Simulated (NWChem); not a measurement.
System: Li2; SMILES [Li][Li]

Input file for NWChem:

```
start job
memory heap 200 mb stack 900 mb global 1100 mb
geometry units angstroms noautosym nocenter noautoz
  Li     0.000000     0.000000    -1.393559
  Li     0.000000     0.000000     1.393559
end
basis spherical
  Li library 6-31+g*
end
dft
  xc pbe0
  iterations 150
end
property
  response 1 0.0
end
task dft property
```

Parts of the log:

```
             Northwest Computational Chemistry Package (NWChem) 7.3.0
             --------------------------------------------------------

                             Geometry "geometry" -> ""
                             -------------------------

 Output coordinates in angstroms (scale by  1.889725989 to convert to a.u.)

  No.       Tag          Charge          X              Y              Z
 ---- ---------------- ---------- -------------- -------------- --------------
    1 Li                   3.0000     0.00000000     0.00000000    -1.39355900
    2 Li                   3.0000     0.00000000     0.00000000     1.39355900

 Effective nuclear repulsion energy (a.u.)       1.7087885195

                              NWChem Property Module
                              ----------------------

                                 NWChem DFT Module
                                 -----------------

 Summary of "ao basis" -> "ao basis" (spherical)
 ------------------------------------------------------------------------------
       Tag                 Description            Shells   Functions and Types
 ---------------- ------------------------------  ------  ---------------------
 Li                         6-31+g*                  8       18   4s3p1d

            General Information
            -------------------
          SCF calculation type: DFT
          Wavefunction type:  closed shell.
          No. of atoms     :     2
          No. of electrons :     6
           Alpha electrons :     3
            Beta electrons :     3
          Charge           :     0
          Spin multiplicity:     1
          Use of symmetry is: off; symmetry adaption is: off
          Maximum number of iterations: 150
          AO basis - number of functions:    36
                     number of shells:    16
          Convergence on energy requested:  1.00D-06
          Convergence on density requested:  1.00D-05
          Convergence on gradient requested:  5.00D-04

              XC Information
              --------------
                         PBE0 Method XC Functional
                     Hartree-Fock (Exact) Exchange  0.250
          PerdewBurkeErnzerhof Exchange Functional  0.750
            Perdew 1991 LDA Correlation Functional  1.000 local
           PerdewBurkeErnz. Correlation Functional  1.000 non-local

             Grid Information
             ----------------
          Grid used for XC integration:  medium
          Radial quadrature: Mura-Knowles
          Angular quadrature: Lebedev.
          Tag              B.-S. Rad. Rad. Pts. Rad. Cut. Ang. Pts.
          ---              ---------- --------- --------- ---------
          Li                  1.45       49          23.0       434
          Grid pruning is: on
          Number of quadrature shells:    98
          Spatial weights used:  Erf1

      Superposition of Atomic Density Guess
      -------------------------------------

 Sum of atomic energies:         -14.86294358

      Non-variational initial energy
      ------------------------------

 Total energy =     -14.797052
 1-e energy   =     -22.831494
 2-e energy   =       6.325653
 HOMO         =      -0.157361
 LUMO         =      -0.021112

   convergence    iter        energy       DeltaE   RMS-Dens  Diis-err
 ---------------- ----- ----------------- --------- --------- ---------
 d= 0,ls=0.0,diis     1    -14.9590508328 -1.67D+01  8.65D-03  6.76D-03
 d= 0,ls=0.0,diis     2    -14.9608002603 -1.75D-03  1.41D-03  1.39D-04
 d= 0,ls=0.0,diis     3    -14.9608478670 -4.76D-05  1.98D-04  4.06D-06
 d= 0,ls=0.0,diis     4    -14.9608508952 -3.03D-06  3.12D-05  6.72D-08
 d= 0,ls=0.0,diis     5    -14.9608509438 -4.86D-08  2.66D-06  2.14D-10

         Total DFT energy =      -14.960850943761
      One electron energy =      -23.022210358635
           Coulomb energy =       10.009412124002
    Exchange-Corr. energy =       -3.656841228667
 Nuclear repulsion energy =        1.708788519538

 Numeric. integr. density =        6.000000014680

                       DFT Final Molecular Orbital Analysis
                       ------------------------------------

 Vector    1  Occ=2.000000D+00  E=-2.013552D+00
              MO Center=  7.9D-15,  5.6D-15,  1.6D-08, r^2= 2.1D+00
   Bfn.  Coefficient  Atom+Function         Bfn.  Coefficient  Atom+Function
  ----- ------------  ---------------      ----- ------------  ---------------
     1      0.705724  1 Li s                 19      0.705724  2 Li s
     2      0.027084  1 Li s                 20      0.027084  2 Li s

 Vector    2  Occ=2.000000D+00  E=-2.013307D+00
              MO Center=  8.0D-15,  5.1D-15, -1.6D-08, r^2= 2.1D+00
   Bfn.  Coefficient  Atom+Function         Bfn.  Coefficient  Atom+Function
  ----- ------------  ---------------      ----- ------------  ---------------
     1      0.706805  1 Li s                 19     -0.706805  2 Li s
    10      0.102960  1 Li s                 28     -0.102960  2 Li s
     6     -0.035166  1 Li s                 24      0.035166  2 Li s
     2      0.034037  1 Li s                 20     -0.034037  2 Li s

[...]

 DFT Linear Response polarizability / au
 Frequency  =       0.0000000 / au
              X              Y              Z
 -----------------------------------------------
 X     171.0684396     -0.0000000      0.0000000
 Y      -0.0000000    171.0684396      0.0000000
 Z       0.0000000      0.0000000    276.2797277
 -----------------------------------------------
 Eigenvalues =     171.0684396    171.0684396    276.2797277
 Isotropic   =     206.1388690
 Anisotropic =     105.2112880
 -----------------------------------------------

 Magnetic Dipole Response Matrix (nonzero elements):

 Exiting AOResponse driver routine
```

Level: PBE0/6-31+G* (spherical d). Coordinates come from a PBE0/def2-SVP optimisation.
